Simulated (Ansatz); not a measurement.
One geometry of B2P⁺, several levels of theory.

```yaml
crystal:
  periodic: [false, false, false]
  atoms:
    - {symbol: B, position_ang: [-0.776016, 0.485899, 0.175352]}
    - {symbol: B, position_ang: [-0.230556, -0.720561, -0.544681]}
    - {symbol: P, position_ang: [1.006562, 0.234662, 0.369330]}
basis:
  gaussian: {orbitals: def2-TZVP, initial_orbitals: start.molden}
total_charge: 1
hamiltonian: {xc: {name: CAM-B3LYP}, dispersion: d4}
scf: {omitted_lower_state_checks: [starts]}
output: {orbitals: {seedname: orbitals}}
```

The file start.molden holds the orbitals of an earlier run on this structure, at another level or in another basis.

```sh
$ ansatz run in.yaml --threads 4 --pin off --events-out ev --progress --plain --max-ram 3916MiB
```

It prints (some lines left out):

```
Functional definition: CAM-B3LYP
620 factors; their error is unknown
154 factors; integrals over basis functions are off by at most 4.3e-5 eV
mean field evaluation 1: about -10626.7402 eV, gradient 4.8e0 eV
mean field evaluation 2: about -10626.7741 eV, gradient 4.0e-2 eV
mean field evaluation 4: about -10626.7815 eV, gradient 7.4e-5 eV
mean field -10626.78149766 eV, -390.5270169479 hartree, gradient 7.2e-5 eV, S^2 0.000000; 0 other end points of the search recorded, 0 dependent functions left out
reference -10626.78159478 eV, -390.5270205167 hartree; 12, 12 occupied and 87, 87 virtual orbitals, 620 factors
Total energy: -10626.83386958 eV, -390.5289415804 hartree
Checks for a lower state left out: starts
```

Run time 0.55 s (4 threads of Arm Neoverse V2 on a shared host).

First input, but with `hamiltonian: {xc: {name: r2SCANh}, dispersion: d4}` (abridged; 0.95 s):

```
Functional definition: r2SCANh
mean field -10626.14305130 eV, -390.5035544769 hartree, gradient 2.3e-5 eV, S^2 0.000000
Total energy: -10626.15634234 eV, -390.5040429137 hartree
Checks for a lower state left out: starts
```

First input, but with `hamiltonian: {xc: {name: B3LYP}, dispersion: d4}` (abridged; 0.55 s):

```
Functional definition: B3LYP
mean field -10628.52623342 eV, -390.5911348043 hartree, gradient 1.5e-5 eV, S^2 0.000000
Total energy: -10628.62975859 eV, -390.5949392842 hartree
Checks for a lower state left out: starts
```

The first input with `hamiltonian: {xc: {name: LC-wPBE, parameters: {omega: 0.3/bohr}}}` (abridged; 0.55 s):

```
Functional definition: LC-wPBE
mean field -10622.92415190 eV, -390.3852621058 hartree, gradient 1.2e-5 eV, S^2 0.000000
Total energy: -10622.92415191 eV, -390.3852621062 hartree
Checks for a lower state left out: starts
```

First input, but with `hamiltonian: {xc: {name: LC-wPBE, parameters: {omega: 0.15/bohr}}}` (abridged; 0.55 s):

```
Functional definition: LC-wPBE
mean field -10622.90460906 eV, -390.3845439196 hartree, gradient 1.3e-5 eV, S^2 0.000000
Total energy: -10622.90460910 eV, -390.3845439212 hartree
Checks for a lower state left out: starts
```

The first input with `gaussian: {orbitals: def2-SVP, initial_orbitals: start.molden}`, `hamiltonian: {xc: pbe, dispersion: d4}` (abridged; 0.2 s):

```
Functional definition: PBE
mean field -10617.08989402 eV, -390.1708570833 hartree, gradient 1.3e-5 eV, S^2 0.000000
Total energy: -10617.15167317 eV, -390.1731274250 hartree
Checks for a lower state left out: starts
```

Geometry: r2SCAN-D4/def2-TZVP.

B3LYP takes the VWN-RPA correlation. The structure comes from a short search, and lower isomers may exist.
